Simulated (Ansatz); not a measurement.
Rhombohedral A7 Bi was calculated with PBEsol-D3(BJ) (Ansatz, an electronic-structure program, plane waves, PAW).

Input file:

Ansatz 0.2 input:
```yaml
crystal:
  lattice:
    - [3.9495516983, -2.2211412891, -0.0390870655]
    - [3.9495516983, 2.2211412891, -0.0390870655]
    - [2.7365619533, 0.0, 3.6118116947]
  atoms:
    - { symbol: Bi, position: [0.2396906609, 0.2396906609, 0.2396906609] }
    - { symbol: Bi, position: [0.7603093391, 0.7603093391, 0.7603093391] }
basis:
  ecutwfc: 520
  ecutrho_ratio: 4
  xc_grid: 2
kpoints:
  mp_grid: { grid: [16, 16, 16] }
hamiltonian:
  xc: pbesol
  dispersion: d3bj
  pseudopotentials: { kind: paw }
scf:
  occupations: { method: fermi_dirac, width: 0.05 }
output:
  forces: true
  stress: true
  eigenvalues: true
relax:
  f_tol: 0.004
  escape_saddle: false
  max_steps: 80
  cell: { stress_tol: 0.02, fix: [volume] }
```

From the output:

```
Relaxation: its limit of steps is 80 (relax.max_steps)
Crystal: 2 atoms, lattice volume = 63.844 Å³
Basis set: ecut = 520 eV, 1747 PW (Γ), exchange–correlation on 72×72×72 points (8 copies of the dense FFT grid, shifted against one another)
Bands: 19, of which v1, the nominal top of the filled ones, is band 15 counted from 1 (14 counted from 0)
Symmetry: 12 space group operations
Space group: R-3m (ITA 166), of the structure as read, at distance tolerance 4.0e-5 Å
k-points: 417 of 4096
Functional: x = pbesol(κ = 0.804, μ = 0.12345679012345678), c = pbesol(β = 0.046)
SCF iter   1: F=—  HF=-24484.973326 eV  |F-HF|=—  |Δ(HF+E_count)|=         —  Δρ=2.21e-3  dr2=2.64e-3
SCF iter   2: F=—  HF=-24484.972064 eV  |F-HF|=—  |Δ(HF+E_count)|=   1.26e-3  Δρ=1.26e-3  dr2=8.88e-4
  ...
SCF 1 converged in 6 iterations: F = -24484.971866 eV  dr2 = 5.99e-8
Crystal: 2 atoms, lattice volume = 63.844 Å³
Basis set: ecut = 520 eV, 1741 PW (Γ), exchange–correlation on 72×72×72 points (8 copies of the dense FFT grid, shifted against one another)
Initial density: handed on by an earlier stage of this run
SCF 2 converged in 5 iterations: F = -24484.972595 eV  dr2 = 1.93e-8
Crystal: 2 atoms, lattice volume = 63.844 Å³
SCF 3 converged in 3 iterations: F = -24484.972691 eV  dr2 = 1.10e-8
Crystal: 2 atoms, lattice volume = 63.844 Å³
Basis set: ecut = 520 eV, 1729 PW (Γ), exchange–correlation on 72×72×72 points (8 copies of the dense FFT grid, shifted against one another)
SCF 4 converged in 5 iterations: F = -24484.972678 eV  dr2 = 7.07e-10
Crystal: 2 atoms, lattice volume = 63.844 Å³
SCF 5 converged in 7 iterations: F = -24484.972705 eV  dr2 = 2.31e-12
Crystal: 2 atoms, lattice volume = 63.844 Å³
SCF iter   5: F=—  HF=-24484.972706 eV  |F-HF|=—  |Δ(HF+E_count)|=  7.28e-12  Δρ=5.90e-8  dr2=4.44e-12
SCF iter   6: F=-24484.972706 eV  HF=-24484.972706 eV  |F-HF|=0.00e0  |Δ(HF+E_count)|=  3.64e-12  Δρ=2.56e-8  dr2=6.58e-13
SCF 6 converged in 6 iterations: F = -24484.972706 eV  dr2 = 6.58e-13
SCF converged after 6 iterations
Free energy (F): -24484.972706 eV
Internal energy: -24484.969891 eV  (E = F + TS)
E sigma→0 (E₀):  -24484.971298 eV
Fermi energy:    11.070336 eV
--- Forces (eV/Å), atoms counted from 1 ---
  atom   1  Bi    -0.00015912    -0.00000000    -0.00005287
  atom   2  Bi     0.00015912     0.00000000     0.00005287
--- Stress (GPa, compression-positive) ---
        0.996928       0.000000      -0.006963
        0.000000       1.017884       0.000000
       -0.006963       0.000000       1.015571
  P = ⅓ Tr σ = 1.0101 GPa (10.101 kbar)
```

The cell is one volume of an energy–volume scan, off the minimum.

The PAW data were made under PBE.

Cost on a shared machine: around 4 core-minutes (rough).
